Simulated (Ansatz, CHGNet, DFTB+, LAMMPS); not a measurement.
## Diamond-structure Si: properties by level of theory

Reference values: zone-centre TO phonon frequency 525 cm⁻¹ (measured, low temperature, zero-point motion not removed; as tabulated in Tanner et al. (2021), arXiv:2110.11888); elastic constant C11 168 GPa (measured, low temperature, zero-point motion not removed; as tabulated in Tanner et al. (2021), arXiv:2110.11888); elastic constant C44 80.2 GPa (measured, low temperature, zero-point motion not removed; as tabulated in Tanner et al. (2021), arXiv:2110.11888).

```
level (code)                           zone-centre TO phonon frequency (cm⁻¹)  elastic constant C11 (GPa)  elastic constant C44 (GPa)
-------------------------------------  --------------------------------------  --------------------------  --------------------------
spline MEAM Si_2.meam.spline (LAMMPS)                                     492                         139                        58.8
Stillinger–Weber Si.sw (LAMMPS)                                           595                         151                        56.4
Tersoff Si.tersoff.mod (LAMMPS)                                           614                         166                        77.1
DFTB Si–O set cp2k-nonscc-sid (DFTB+)                                     586                         204                        87.4
CHGNet-r²SCAN                                                             359                        95.3                        23.0
LC-ωPBE (Ansatz)                                                            …                           …                        91.2
```

Fill in the missing entries.


- LC-ωPBE (Ansatz, a program for electronic structure), zone-centre TO phonon frequency (cm⁻¹): 570
- LC-ωPBE (Ansatz), elastic constant C11 (GPa): 193

Differences from the reference values (errors of the level alone only where the reference is corrected to a static lattice):

```tsv
level	zone-centre TO phonon frequency (%)	elastic constant C11 (%)	elastic constant C44 (%)
spline MEAM Si_2.meam.spline	-6.3	-17.3	-27
Stillinger–Weber Si.sw	+13.3	-10.1	-30
Tersoff Si.tersoff.mod	+17.0	-1.2	-3.9
DFTB Si–O set cp2k-nonscc-sid	+11.6	+21	+9.0
CHGNet-r²SCAN	-32	-43	-71
LC-ωPBE	+8.6	+14.9	+13.7
```

Nearest: zone-centre TO phonon frequency, not ranked (one source); elastic constant C11, not ranked (one source); elastic constant C44, not ranked (one source). Values with a doubt, or to which a potential was fitted, aren't ranked.

Empirical potentials (Stillinger–Weber Si.sw, Tersoff Si.tersoff.mod, spline MEAM Si_2.meam.spline) are fitted to chosen data: where that held the value shown, agreement is built in, and what lay outside the fit can be far off. Machine-learned potentials (CHGNet-r²SCAN) are trained on DFT data: a solid inside that data is no test of them.

Caveats: this tight-binding set is not self-consistent in the charges (DFTB Si–O set cp2k-nonscc-sid). Ansatz's density-functional and Hartree–Fock values are scalar-relativistic unless marked +SOC, with PAW data made under PBE.

Unless a cell is named, each level is at its own relaxed cell (spline MEAM Si_2.meam.spline 20.03, Stillinger–Weber Si.sw 20.02, Tersoff Si.tersoff.mod 20.00, DFTB Si–O set cp2k-nonscc-sid 19.59, CHGNet-r²SCAN 20.14, LC-ωPBE 19.58 Å³/atom).

Differences are worked out from the printed values.

Static lattice: no zero-point or thermal effects.
